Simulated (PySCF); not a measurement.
## ORD: `InChI=1S/C4H6Cl2/c5-2-3-1-4(3)6/h3-4H,1-2H2/t3-,4+/m0/s1`

Cartesian coordinates in Å; atom numbers follow the order of the lines, from 1:
```xyz
12

Cl    0.9464   -2.0743    1.5750
C     0.7565   -0.3256    1.2292
C    -0.3985   -0.1108    0.2949
C    -0.2380   -0.3916   -1.1741
C    -0.3463    1.0179   -0.6931
Cl   -1.8157    1.9246   -1.0101
H     0.5971    0.1665    2.1885
H     1.6955    0.0091    0.7890
H    -1.3652   -0.3344    0.7277
H    -1.0756   -0.8181   -1.7025
H     0.7245   -0.7270   -1.5299
H     0.5205    1.6629   -0.7207
```

The calculation used PySCF 2.14.0, TDDFT CAM-B3LYP/aug-cc-pVDZ circular dichroism and optical rotation, one conformer, gas phase. Geometry: GFN2-xTB.

The molecule is flexible and this is one conformer; a measurement averages over conformers.

Stereocentres: C3 S, C5 R.

Question: What is the specific rotation at 633, 589.3, 546, 436, 405, 365, 355 nm?

Answer: [α] in deg dm⁻¹ (g/mL)⁻¹:
| λ (nm) | origin-invariant length gauge | modified velocity gauge | length gauge (centre of mass) | isotropic polarisability (au) |
| --- | --- | --- | --- | --- |
| 633 | -139.7 | -136.9 | -140.8 | 76.6 |
| 589.3 | -162.9 | -159.7 | -164.2 | 76.9 |
| 546 | -192.3 | -188.5 | -193.8 | 77.2 |
| 436 | -318.6 | -312.3 | -321.0 | 78.6 |
| 405 | -378.2 | -370.7 | -381.1 | 79.2 |
| 365 | -484.9 | -475.4 | -488.6 | 80.3 |
| 355 | -519.0 | -508.8 | -522.9 | 80.6 |

Question: And for the mirror image at 589.3 nm?

Answer: +162.9 deg dm⁻¹ (g/mL)⁻¹ (origin-invariant length gauge): the same size and the opposite sign.

Question: What is the molar rotation [Φ] = [α]·M/100 of the geometry above at 589.3 nm?

Answer: With M = 124.99 g/mol, -203.6 deg cm² dmol⁻¹ (origin-invariant length gauge).

The first excitation lies at 6.83 eV (182 nm) with R = +3.9 × 10⁻⁴⁰ esu² cm² (velocity form).
